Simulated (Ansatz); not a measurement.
Saddle point of CH$_{7}$ClSi, closed shell (CH₆Si ([CH3][SiH3]) + HCl → SiH₃Cl ([SiH3][Cl]) + CH₄; bonds formed: Si1–Cl7, C2–H6; bonds broken: Si1–C2, H6–Cl7), PBE0-D4/def2-TZVP structure:

Si1  (-0.346, 0.674, -0.739)
C2  (0.407, -0.962, 0.402)
H3  (-1.801, 0.877, -0.658)
H4  (0.612, 1.765, -0.979)
H5  (-0.165, -0.243, -1.912)
H6  (0.077, 0.126, 0.922)
Cl7  (-0.398, 1.669, 1.622)
H8  (0.635, -1.205, 1.447)
H9  (1.333, -1.041, -0.166)
H10  (-0.354, -1.660, 0.059)
(Å)

Energies are electronic, without zero-point energy. Barriers and step energies count from the start structure reached by relaxing down the imaginary mode; all methods use the PBE0-D4 structures, on which another method's saddle can fall below an end. Ansatz 0.2.0; basis: def2-TZVPP, with def2-QZVPP for the basis limit; cores frozen in the correlated methods. B3LYP uses VWN-RPA correlation. Extrapolation: Hartree–Fock as exp(−7.88 √X), correlation as X^−2.97.

| method | barrier (kcal/mol) | step energy (kcal/mol) |
| --- | --- | --- |
| SPW92 | 29.68 | -18.64 |
| PBE-D4 | ? | -21.17 |
| BLYP-D4 | 39.92 | -22.10 |
| r2SCAN-D4 | 37.61 | -22.85 |
| B97M-V | 42.65 | -22.81 |
| PBE0-D4 | 38.57 | -22.01 |
| B3LYP-D4 | ? | -22.76 |
| r2SCAN0-D4 | 39.67 | -23.17 |
| BHLYP-D4 | 45.51 | -23.98 |
| CAM-B3LYP-D4 | 43.75 | -22.65 |
| wB97X-V | 43.00 | -22.89 |
| wB97M-V | 41.61 | -22.78 |
| B2PLYP | 43.69 | -23.46 |
| PBE-QIDH | ? | -22.96 |
| RPA on PBE | 45.87 | -21.97 |
| HF | 55.84 | -26.84 |
| MP2 | 42.60 | -23.05 |
| CCSD | 47.25 | -22.52 |
| CCSD(T) | 45.08 | -22.08 |

Q: Fill in the withheld barriers. (Judge from chemistry; the value comes from the calculation.)

A: Computed: PBE-QIDH 41.32; B3LYP-D4 42.05; PBE-D4 35.55 kcal/mol. Each is the energy of the saddle less that of the start structure, by the same method.

For comparison, the barrier by CCSD(T) at an estimated basis limit (MP2 extrapolated from triple and quadruple zeta, plus CCSD(T) − MP2 in triple zeta) is 42.64 kcal/mol.

No T1 diagnostic of these runs exceeds 0.011. The end structure is not quite a true minimum (one mode of 26i cm⁻¹).

Labels in which every atom is bracketed show which atoms are joined, not bond orders.

For scale, one of the runs: CCSD(T)/def2-TZVPP, 213 basis functions (an equivalent command: `ansatz run in.yaml --threads 4`). Time: 40 s of wall clock on 4 CPU threads; the host was shared. Peak host memory: 2.8 GiB.
